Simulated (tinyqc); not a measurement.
UHF in the sto-3g basis, for HF, spin multiplicity 1, step by step. One step of it, computed by the program tinyqc.

Task: Iteration 2: DIIS coefficients. Solve [B -1; -1 0][c; lambda] = [0; -1] for the coefficients, which sum to one.

B (overlaps of the stored error matrices):
```
[[8.7994531e-01, 4.1314127e-01],
 [4.1314127e-01, 2.8679627e-01]]
```

Give: DIIS coefficients.

Result:

DIIS coefficients: [-0.3711, 1.3711]
